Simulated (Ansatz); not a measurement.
FO2 (`[O]OF`) radical, relaxed with UKS PBE0-D4/def2-TZVP in Ansatz from a PBE-D4/def2-SVP geometry. The force threshold is 0.005 eV/Å; the program also tests the step.

Charge 0, multiplicity 2.

Start:

```xyz
3

O     1.028   -0.140    0.432
O     0.265    0.150   -0.445
F    -1.294   -0.010    0.013
```

| step | energy (eV) | largest force (eV/Å) | largest move (Å) |
| --- | --- | --- | --- |
| 1 | -6800.8390 | 1.288 | 0.000 |
| 2 | -6800.8618 | 0.409 | 0.018 |
| 3 | -6800.8655 | 0.190 | 0.010 |
| 4 | -6800.8680 | 0.212 | 0.013 |
| 5 | -6800.8691 | 0.034 | 0.014 |
| 6 | -6800.8692 | 0.010 | 0.004 |
| 7 | -6800.8692 | 0.003 | 0.000 |

End:

```xyz
3

O     0.994   -0.139    0.428
O     0.251    0.150   -0.443
F    -1.246   -0.011    0.016
```

Hardware: 4 threads of an Arm Neoverse N1 on a shared host. Wall time 12 s, peak host memory 0.14 GiB.
